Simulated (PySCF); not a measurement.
SiC: frontier orbitals

r²SCAN at R = 1.714 Å; basis Si def2-TZVPPD, C def2-TZVPPD; no relativity; PySCF 2.14. State: ³Π (triplet), unpaired electrons σ ↑, π ↑. Only the outer orbitals are listed, counted within each symmetry.

| spin | orbital | occ. | ε (eV) | on Si (%) | main shells (%) |
| --- | --- | --- | --- | --- | --- |
| α | 5σ | 1 | -17.36 | 33 | 63 C s, 23 Si s, 8 Si p |
| α | 6σ | 1 | -10.42 | 53 | 50 Si s, 25 C p, 22 C s |
| α | 2π | 1 | -7.55 | 33 | 66 C p, 30 Si p |
| α | 7σ | 1 | -7.12 | 55 | 40 C p, 36 Si p, 19 Si s |
| α | 2π | 1 | -6.50 | 33 | 67 C p, 30 Si p |
| α | 3π | 0 | -2.83 | 75 | 68 Si p, 24 C p |
| α | 3π | 0 | -2.09 | 75 | 66 Si p, 22 C p, 9 Si d |
| α | 8σ | 0 | 0.56 | 15 | 83 C s, 41 Si d |
| β | 5σ | 1 | -15.09 | 44 | 49 C s, 35 Si s |
| β | 6σ | 1 | -8.70 | 76 | 56 Si s, 22 C s, 18 Si p |
| β | 2π | 1 | -5.83 | 55 | 53 Si p, 44 C p |
| β | 2π | 0 | -4.87 | 61 | 60 Si p, 38 C p |
| β | 7σ | 0 | -4.17 | 26 | 47 C p, 27 C s, 26 Si p |
| β | 3π | 0 | -1.65 | 58 | 45 Si p, 41 C p, 13 Si d |

**Question.** Which are the highest filled and the lowest empty level, where do they sit, and how wide is the gap?

**Answer.** Highest filled β 2π at -5.83 eV (in %: 53 Si p, 44 C p); lowest empty β 2π at -4.87 eV (in %: 60 Si p, 38 C p); the gap at r²SCAN is 0.96 eV. Both belong to one degenerate shell, split only by its one-sided filling, so this is no excitation gap.

| Property | Result |
| --- | --- |
| bond order (Mayer) | 2.29 |
| ⟨S²⟩ | 2.061 |
| charge on Si (Mulliken, basis-dependent) | 0.17 |
| charge on Si (Löwdin, basis-dependent) | 0.42 |
| dipole moment (positive dipole means Si(−)C(+)) | -1.41 D |

The state is the lowest determinant that a PBE0 search found; another state may lie lower at other levels.
